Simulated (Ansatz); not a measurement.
Geometry optimisation, RKS PBE0/def2-SVP in Ansatz.

The input (input.yaml):

```yaml
crystal:
  periodic: [false, false, false]
  atoms:
    - { symbol: C, position_ang: [-0.9138, 0.2803, -0.5067] }
    - { symbol: C, position_ang: [0.2245, 0.1695, 0.0678] }
    - { symbol: S, position_ang: [0.7292, -1.3638, 0.6291] }
    - { symbol: H, position_ang: [-1.5722, -0.4953, -0.6649] }
    - { symbol: H, position_ang: [-1.2795, 1.2923, -0.8913] }
    - { symbol: H, position_ang: [0.8872, 1.042, 0.1938] }
    - { symbol: H, position_ang: [-0.4083, -2.09654, 0.26426] }
basis:
  gaussian: { orbitals: def2-SVP }
hamiltonian:
  xc: pbe0
relax:
  f_tol: 0.015
  max_steps: 40
```

Run as:

```bash
$ ansatz run input.yaml --threads 1 --pin off --max-ram 2048MiB --backend cpu --events-out ev --progress --plain --runs-dir out
```

**Question.** Where does it end, and by what steps?

**Answer.** The forces met the threshold. After 5 steps the energy has fallen by 0.442 eV; H7 moved furthest, 0.19 Å.

```csv
step,energy less start (eV),largest force component (eV/Å),accepted
0,0.0000,4.755,yes
1,-0.3976,1.400,yes
2,-0.4337,0.420,yes
3,-0.4417,0.066,yes
4,-0.4424,0.034,yes
5,-0.4425,0.009,yes
```

```xyz
7
Properties=species:S:1:pos:R:3
C -0.990 0.358 -0.558
C 0.176 0.129 0.051
S 0.806 -1.380 0.679
H -1.724 -0.433 -0.739
H -1.242 1.365 -0.897
H 0.886 0.947 0.214
H -0.246 -2.157 0.342
```

Whether the end is a true minimum wasn't checked by a vibrational analysis.

Time of the run: 20 s on 1 thread of Arm Neoverse N1, with other jobs on the host, peak memory 0.14 GiB.
